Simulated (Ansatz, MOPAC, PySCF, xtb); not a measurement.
Barrier height from CHO (SMILES [CH]=O) to the transition structure CHO, without zero-point energy, on the benchmark's geometries as Psi4's copy of the set gives them.
Transition structure (charge 0, multiplicity 2, Z-matrix in Å and degrees):
```
C
O 1 1.1349
H 1 1.8330 2 117.26
```

| level | barrier height (kcal/mol) | minus CCSD(T)/CBS(aug-cc-pVTZ, aug-cc-pVQZ) |
|---|---|---|
| AM1 | 42.21 | 19.62 |
| PM3 | 31.53 | 8.94 |
| PM6 | 36.47 | 13.88 |
| PM7 | 32.30 | 9.71 |
| GFN1-xTB | 42.40 | 19.81 |
| HF/aug-cc-pVDZ | 17.30 | -5.29 |
| SVWN5/def2-TZVPPD | 26.29 | 3.70 |
| PBE/def2-TZVPPD | 24.64 | 2.05 |
| PBE-D3(BJ)/def2-TZVPPD | 24.47 | 1.88 |
| BLYP-D3(BJ)/def2-TZVPPD | 22.98 | 0.39 |
| BLYP-D4/def2-TZVPPD | 23.10 | 0.51 |
| revPBE/def2-TZVPPD | 24.35 | 1.76 |
| revPBE-D4/def2-TZVPPD | 23.99 | 1.40 |
| r2SCAN/def2-TZVPPD | 23.82 | 1.23 |
| r2SCAN-D3(BJ)/def2-TZVPPD | 23.78 | 1.19 |
| r2SCAN-D4/def2-TZVPPD | 23.80 | 1.21 |
| B3LYP-D3(BJ)/def2-TZVPPD | 24.32 | 1.73 |
| PBE0/def2-TZVPPD | 25.48 | 2.89 |
| PBE0-D3(BJ)/def2-TZVPPD | 25.33 | 2.74 |
| PBE0-D4/def2-TZVPPD | 25.39 | 2.80 |
| BHLYP/def2-TZVPPD | 24.86 | 2.27 |
| M06-2X/def2-TZVPPD | 22.74 | 0.15 |
| CAM-B3LYP-D3(BJ)/def2-TZVPPD | 24.61 | 2.02 |
| B2PLYP/def2-TZVPPD | 23.98 | 1.39 |
| B2PLYP-D4/def2-TZVPPD | 23.91 | 1.32 |
| MP2/aug-cc-pVDZ | 20.66 | -1.93 |
| MP2/cc-pVDZ | 18.53 | -4.06 |
| MP2/aug-cc-pVTZ | 22.30 | -0.29 |
| MP2/aug-cc-pVQZ | 22.35 | -0.24 |
| MP2/CBS(aug-cc-pVTZ, aug-cc-pVQZ) | 22.49 | -0.10 |
| SCS-MP2/cc-pVDZ | 18.75 | -3.84 |
| SCS-MP2/aug-cc-pVTZ | 22.51 | -0.08 |
| SCS-MP2/aug-cc-pVQZ | 22.58 | -0.01 |
| CCSD/cc-pVDZ | 19.43 | -3.16 |
| CCSD/aug-cc-pVQZ | 22.88 | 0.29 |
| CCSD(T)/aug-cc-pVTZ | 22.44 | -0.15 |
| CCSD(T)/aug-cc-pVQZ | 22.47 | -0.12 |
| CCSD(T)/CBS(aug-cc-pVTZ, aug-cc-pVQZ) | 22.59 | 0.00 |
| CCSDT/cc-pVDZ | 18.93 | -3.66 |
| CCSDT(Q)/cc-pVDZ | 18.90 | -3.69 |

 The comparison column counts from a level with limits of its own.

The rows run from 17.30 (HF/aug-cc-pVDZ) to 42.40 kcal/mol (GFN1-xTB). In aug-cc-pVQZ the value moves MP2 22.35, CCSD 22.88, CCSD(T) 22.47, a shift of 0.12 from MP2 to CCSD(T). From aug-cc-pVTZ to aug-cc-pVQZ CCSD(T) changes by 0.03. The dispersion term adds -0.17 in PBE-D3(BJ), -0.36 in revPBE-D4, -0.05 in r2SCAN-D3(BJ). The 8 functionals in def2-TZVPPD without D3 or D4 span 3.55, from M06-2X to SVWN5.

Open shells are unrestricted; no spin–orbit coupling.

Cores are frozen in the correlated methods. CBS(a, b) extrapolates the correlation energy as X⁻³ and adds the Hartree–Fock energy of set b. The state reached by AM1, PM3, PM6, PM7 isn't checked; PM7 holds dispersion and hydrogen-bond terms.

Run with Ansatz (Gaussian orbitals); MOPAC for AM1, PM3, PM6, PM7 (differences of heats of formation); PySCF for M06-2X, the dispersion terms; xtb for the GFN methods. Each number belongs to the level named beside it. The GFN methods have no spin term and hold the electronic entropy of 300 K.

The set's own value is 22.68 kcal/mol (Zhao et al., NHTBH38), an estimate for the real system.

Ansatz is a program for electronic structure.
